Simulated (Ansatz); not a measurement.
Start from `CCC1=CS1` and change one atom or group to get `FCC1=CS1`.

Ansatz, PBE0-D4/def2-TZVP geometries, multiplicity 1. Each molecule was computed in one conformer, which needn't be the lowest.

```
                                        property  `CCC1=CS1`
             HOMO–LUMO gap (PBE/def2-TZVPP) / eV        3.02
size of the dipole moment (B3LYP/def2-TZVPP) / D        2.94
              LUMO energy (PBE0/def2-TZVPP) / eV       -0.07
  size of the dipole moment (PBE/def2-TZVPP) / D        2.94
              HOMO energy (PBE0/def2-TZVPP) / eV       -5.28
             HOMO energy (B3LYP/def2-TZVPP) / eV       -5.07
```

Problem. Give the same properties after the change, and the shifts. (Estimate.)

Solution. The calculation gave: 
```
                                        property  `FCC1=CS1`  shift
             HOMO–LUMO gap (PBE/def2-TZVPP) / eV        2.54  -0.48
size of the dipole moment (B3LYP/def2-TZVPP) / D        3.17   0.23
              LUMO energy (PBE0/def2-TZVPP) / eV       -0.97  -0.90
  size of the dipole moment (PBE/def2-TZVPP) / D        3.06   0.12
              HOMO energy (PBE0/def2-TZVPP) / eV       -5.70  -0.42
             HOMO energy (B3LYP/def2-TZVPP) / eV       -5.49  -0.42
```

With PBE0 the HOMO falls by 0.42 eV and the LUMO falls by 0.90 eV, so the gap narrows by about 0.48 eV. PBE moves the HOMO by -0.41 eV and ωB97M-V by -0.40 eV. Dipoles are sizes alone; their direction can turn.

B3LYP here is the variant with VWN-RPA as its local correlation; programs differ in this.
